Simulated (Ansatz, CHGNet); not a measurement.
For double-hcp La, the machine-learned potential CHGNet 0.3.0 (trained on PBE and PBE+U data) gives:

```
Item                    Value
-------------------  --------
lattice constant a    3.765 Å
lattice parameter c  12.297 Å
```

**Question.** What does r²SCAN-D4 (PAW; Ansatz, a program for electronic structure) give for the same quantities?

**Answer.** 
- lattice constant a: 3.765 Å (stays essentially unchanged)
- lattice parameter c: 12.006 Å (decreases by 2.4 %)

For comparison: lattice constant a 3.774 Å (measured, 293 K, not corrected to a static lattice; as tabulated in Wikipedia's data pages); lattice parameter c 12.171 Å (measured, 293 K, not corrected to a static lattice; as tabulated in Wikipedia's data pages).

Changes are worked out from the printed values.

Unless a cell is named, each level is at its own relaxed cell (CHGNet 0.3.0 37.73, r²SCAN-D4 36.84 Å³/atom).

Ansatz's density-functional and Hartree–Fock values are scalar-relativistic unless marked +SOC, with PAW data made under PBE.
